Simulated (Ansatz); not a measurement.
`N/C=C\F` + H₂ → `C=CF` + NH₃ at 600 K and 1 bar (hydrogenolysis of a C–N bond).

Isolated molecules relaxed with PBE0-D4/def2-TZVP in Ansatz; ΔE leaves out vibrations. CBS: MP2 limit from def2 TZ/QZ plus the TZ coupled-cluster correction, frozen cores. This one scheme is used for every species. Each species was taken in one conformer, which may not be the lowest.

| species | CCSD(T)/CBS energy (Eh) | H − E (kJ/mol) | S (J/(mol·K)) |
| --- | --- | --- | --- |
| `N/C=C\F` | -232.96965 | 205.1 | 343.9 |
| H₂ | -1.17544 | 43.9 | 150.8 |
| `C=CF` | -177.66469 | 146.9 | 296.5 |
| NH₃ | -56.50880 | 112.4 | 219.5 |

H − E and S are ideal-gas, rigid-rotor, harmonic terms from PBE0-D4/def2-TZVP, for one conformer and one mirror image of each species. The MP2-based limit puts H₂ 0.8 mEh under its directly extrapolated value; such offsets cancel only in part. 1 Eh = 2625.50 kJ/mol, R = 8.31446 J/(mol·K).

Task: By hand: ΔE, ΔH, ΔS and ΔG.

Result: ΔE = (-177.66469) + (-56.50880) − (-232.96965) − (-1.17544) = -0.02840 Eh = -74.6 kJ/mol. Δ(H − E) = 146.9 + 112.4 − 205.1 − 43.9 = 10.3, so ΔH = -64.3 kJ/mol. ΔS = 296.5 + 219.5 − 343.9 − 150.8 = 21.3 J/(mol·K). ΔG = -64.3 − 600 × (21.3)/1000 = -77.1 kJ/mol.

Task: By hand: the equilibrium constant, and the temperature at which ΔG would vanish if ΔH and ΔS stayed fixed.

Result: log₁₀ K = −ΔG/(RT ln 10) = 6.7. ΔH and −TΔS have one sign here, so there is no such temperature.

ΔH outweighs TΔS. A doubt of 5 kJ/mol in ΔE shifts log₁₀ K by 0.4 here. Other conformers and mirror images would add mixing entropy, several J/(mol·K) or more a flexible species. These are equilibria of isolated gas molecules and say nothing of rates. Largest T1 diagnostic: 0.012 (customary marks: 0.02 for closed shells, 0.045 for open ones).
